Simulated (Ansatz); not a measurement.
Mulliken charges of `NC(=O)O` from ωB97M-V/def2-TZVPP in Ansatz (PBE0-D4/def2-TZVP geometry).

```json
{"atom": "N1", "x (Å)": "-0.437", "y (Å)": "0.866", "z (Å)": "0.284", "charge (e)": "-0.256"}
{"atom": "C2", "x (Å)": "0.194", "y (Å)": "-0.320", "z (Å)": "0.167", "charge (e)": "0.400"}
{"atom": "O3", "x (Å)": "0.625", "y (Å)": "-0.983", "z (Å)": "1.078", "charge (e)": "-0.376"}
{"atom": "O4", "x (Å)": "0.291", "y (Å)": "-0.686", "z (Å)": "-1.131", "charge (e)": "-0.292"}
{"atom": "H5", "x (Å)": "-0.782", "y (Å)": "1.352", "z (Å)": "-0.521", "charge (e)": "0.152"}
{"atom": "H6", "x (Å)": "-0.582", "y (Å)": "1.237", "z (Å)": "1.203", "charge (e)": "0.161"}
{"atom": "H7", "x (Å)": "0.752", "y (Å)": "-1.534", "z (Å)": "-1.127", "charge (e)": "0.211"}
```

By hand: the dipole of these point charges (1 e Å = 4.8032 D).

Σ q r = (-0.184, 0.301, -0.204) e Å, of length 0.408 e Å = 1.96 D.

How does the dipole of the full density compare? (Best estimate.)

The calculation gave: (-0.237, 0.375, -0.294) e Å, 2.56 D; the point charges give 0.77 times that, at 4° from its direction.

Point charges leave out the atoms' own dipoles, such as those of lone pairs, and Mulliken's split depends on the basis, so the two needn't agree.
